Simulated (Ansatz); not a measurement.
Take Au in the fcc (Cu type) structure (space group Fm-3m, No. 225; a = 4.1573 Å) as the base.

Calculations: Kohn–Sham DFT with the PBE functional, run in Ansatz (a first-principles code) with PAW and 420 eV plane waves, no spin-orbit coupling, earlier PAW set.

The change: full substitution Au → Ir; the structure is relaxed again.

Measured lattice parameter a: Au 4.062 Å (static lattice; corrected from measurement; as listed in Daniel Mejia-Rodriguez, S. B. Trickey, Phys. Rev. B (2018)); Ir 3.831 Å (static lattice; corrected from measurement; as listed in Daniel Mejia-Rodriguez, S. B. Trickey, Phys. Rev. B (2018)).

### Question
How well does PBE reproduce the measured shift?

### Answer
With PBE the lattice parameter a moves by -0.287 Å (4.157 → 3.871) against -0.231 Å measured.

No phonon test of stability was made. All final runs are without spin polarisation.
